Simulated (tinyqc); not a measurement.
CCD on RHF in the sto-3g basis, frozen core, for LiH, spin multiplicity 1, step by step. One step of it, computed by the program tinyqc.

Task: Iteration 1: building the Fock matrix. J_ij = sum D_kl (ij|kl), K_ij = sum D_kl (ik|jl); F = H + J - 0.5 K; E = tr D H + tr D J / 2 - 0.25 tr D K + E_nn.

D at the start, lower triangle:
```
            1Li 1s    1Li 2s   1Li 2px   1Li 2py   1Li 2pz     2H 1s
1Li 1s    2.048647
1Li 2s   -0.098450  0.093896
1Li 2px   0.000000  0.000000  0.000000
1Li 2py   0.000000  0.000000  0.000000  0.000000
1Li 2pz  -0.047106  0.101640  0.000000  0.000000  0.111841
2H 1s    -0.173463  0.326764  0.000000  0.000000  0.358886  1.151873
```

core Hamiltonian H = T + V (hartree), lower triangle:
```
            1Li 1s     1Li 2s    1Li 2px    1Li 2py    1Li 2pz      2H 1s
1Li 1s   -4.776927
1Li 2s   -1.073976  -1.415180
1Li 2px   0.000000   0.000000  -1.152558
1Li 2py   0.000000   0.000000   0.000000  -1.152558
1Li 2pz  -0.020203  -0.131026   0.000000   0.000000  -1.257650
2H 1s    -0.440291  -0.806165   0.000000   0.000000  -0.921626  -1.572935
```

Two-electron integrals (ij|kl) in chemists' order, unique and non-zero (hartree):
```
(11|11) 1.680395   (21|11) 0.265420   (21|21) 0.049941   (22|11) 0.397727
(22|21) 0.092860   (22|22) 0.290562   (31|31) 0.008981   (32|31) 0.013788
(32|32) 0.064184   (33|11) 0.396640   (33|21) 0.092880   (33|22) 0.290497
(33|33) 0.312946   (41|41) 0.008981   (42|41) 0.013788   (42|42) 0.064184
(43|43) 0.016869   (44|11) 0.396640   (44|21) 0.092880   (44|22) 0.290497
(44|33) 0.279207   (44|44) 0.312946   (51|51) 0.008981   (52|51) 0.013788
(52|52) 0.064184   (53|53) 0.016869   (54|54) 0.016869   (55|11) 0.396640
(55|21) 0.092880   (55|22) 0.290497   (55|33) 0.279207   (55|44) 0.279207
(55|55) 0.312946   (61|11) 0.103621   (61|21) 0.019559   (61|22) 0.036810
(61|33) 0.036376   (61|44) 0.036376   (61|51) 0.002314   (61|52) 0.004376
(61|55) 0.037696   (61|61) 0.008372   (62|11) 0.179666   (62|21) 0.042140
(62|22) 0.132545   (62|33) 0.126567   (62|44) 0.126567   (62|51) 0.006917
(62|52) 0.036795   (62|55) 0.144366   (62|61) 0.019474   (62|62) 0.091649
(63|31) 0.003972   (63|32) 0.016801   (63|53) 0.006157   (63|63) 0.007870
(64|41) 0.003972   (64|42) 0.016801   (64|54) 0.006157   (64|64) 0.007870
(65|11) 0.205552   (65|21) 0.048849   (65|22) 0.159945   (65|33) 0.149604
(65|44) 0.149604   (65|51) 0.010858   (65|52) 0.056265   (65|55) 0.180422
(65|61) 0.023816   (65|62) 0.122695   (65|65) 0.168031   (66|11) 0.367975
(66|21) 0.087970   (66|22) 0.297343   (66|33) 0.272564   (66|44) 0.272564
(66|51) 0.018342   (66|52) 0.110214   (66|55) 0.346333   (66|61) 0.043234
(66|62) 0.249334   (66|65) 0.349102   (66|66) 0.774606
```

nuclear repulsion = 1.11249589 hartree

Give: Coulomb J; exchange K; Fock matrix F; total energy of this density.

Result:

Coulomb J (hartree), lower triangle:
```
         1Li 1s  1Li 2s  1Li 2px  1Li 2py  1Li 2pz  2H 1s
1Li 1s    4.125
1Li 2s    0.710   1.387
1Li 2px   0.000   0.000    1.344
1Li 2py   0.000   0.000    0.000    1.344
1Li 2pz   0.035   0.202    0.000    0.000    1.466
2H 1s     0.293   0.824    0.000    0.000    1.052  2.115
```

exchange K (hartree), lower triangle:
```
         1Li 1s  1Li 2s  1Li 2px  1Li 2py  1Li 2pz  2H 1s
1Li 1s    3.384
1Li 2s    0.528   0.322
1Li 2px   0.000   0.000    0.047
1Li 2py   0.000   0.000    0.000    0.047
1Li 2pz   0.018   0.299    0.000    0.000    0.413
2H 1s     0.228   0.548    0.000    0.000    0.701  1.354
```

Fock matrix F (hartree), lower triangle:
```
         1Li 1s  1Li 2s  1Li 2px  1Li 2py  1Li 2pz   2H 1s
1Li 1s   -2.344
1Li 2s   -0.628  -0.189
1Li 2px   0.000   0.000    0.168
1Li 2py   0.000   0.000    0.000    0.168
1Li 2pz   0.005  -0.079    0.000    0.000    0.002
2H 1s    -0.261  -0.256    0.000    0.000   -0.220  -0.135
```

total energy of this density = -7.79969 hartree
